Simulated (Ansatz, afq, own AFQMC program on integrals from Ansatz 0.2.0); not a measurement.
**H3O+ (singlet): quantum Monte Carlo beside coupled cluster at distance O1–H4 = 0.781 Å, 6-31G**

The task here is to estimate one member of a computed series from the others.

Method: 6-31G, frozen cores; program: Ansatz 0.2.0, Gaussian basis, and an in-house AFQMC program (afq) on its integrals; all values are calculated.

Plan: Full CI; PBE (unrestricted); r2SCAN (unrestricted); PBE0 (unrestricted); B3LYP (unrestricted); wB97M-V (unrestricted); B2PLYP (unrestricted); CCSD(T) on RHF; CCSDT(Q) on RHF; CCSDTQ on RHF; Phaseless AFQMC, CISD trial on RHF; Phaseless AFQMC, single-determinant trial on RHF; Free-projection AFQMC, CISD trial on RHF; UHF.

2 further runs of the same task are left out: 2 that didn't finish.

### The system

The geometry derives from a PBE0/def2-TZVP stationary point (not a proven minimum). One bond is set to the value named and the two fragments are kept rigid.

4 atoms, charge 1, spin multiplicity 1.

Atoms are counted from 1 here; the program's logs count them from 0.

Bond lengths: O1–H2 0.978 Å, O1–H3 0.978 Å, O1–H4 0.781 Å. Angles: H2–O1–H3 113.0°, H2–O1–H4 113.0°, H3–O1–H4 113.0°.

Set-up of the first run:

Input file in.yaml:

```yaml
crystal:
  periodic: [false, false, false]
  atoms:
    - {symbol: O, position_ang: [-0.004758, -0.008882, -0.039102]}
    - {symbol: H, position_ang: [0.936116, 0.005391, 0.228126]}
    - {symbol: H, position_ang: [-0.488460, 0.800643, 0.220821]}
    - {symbol: H, position_ang: [-0.372132, -0.665042, 0.171735]}
basis:
  gaussian: {orbitals: 6-31G}
total_charge: 1
correlation: {method: fci, electrons: outside_noble_gas}
```

Run with:

```sh
> ansatz run in.yaml --threads 1 --pin off --events-out ev --progress --plain --max-ram 1382MiB
```

Among the steps run: Full CI; PBE (unrestricted); r2SCAN (unrestricted); PBE0 (unrestricted); B3LYP (unrestricted); wB97M-V (unrestricted); B2PLYP (unrestricted); CCSD(T) on RHF; CCSDT(Q) on RHF; CCSDTQ on RHF; Phaseless AFQMC, CISD trial on RHF; Phaseless AFQMC, single-determinant trial on RHF; Free-projection AFQMC, CISD trial on RHF; UHF.

One of the session's tables, all rows but one given; the rest of the session is left out.

On the RHF determinant, counted from full CI (exact for this spin and basis):

| level | from full CI (meV) |
| --- | --- |
| HF | ? |
| MP2 | +258.4 |
| CCSD | +35.1 |
| CCSD(T) | +11.0 |
| CCSDT(Q) | -0.2 |
| CCSDTQ | +0.2 |
| full CI | 0.0 |
| Phaseless AFQMC, CISD trial, step 0.005, 200 walkers | +3.1 |
| Phaseless AFQMC, single-determinant trial, step 0.005, 400 walkers | -7.4 |
| Free-projection AFQMC, CISD trial, step 0.03, 200 walkers | +3.0 |

Estimate the missing values for HF.

The run gave: from full CI (meV): +3552.8. In the column «from full CI (meV)» it is the highest.

Limits of these values: On RHF the phaseless walk with the CISD trial lies +3.1 meV from full CI, within three error bars.
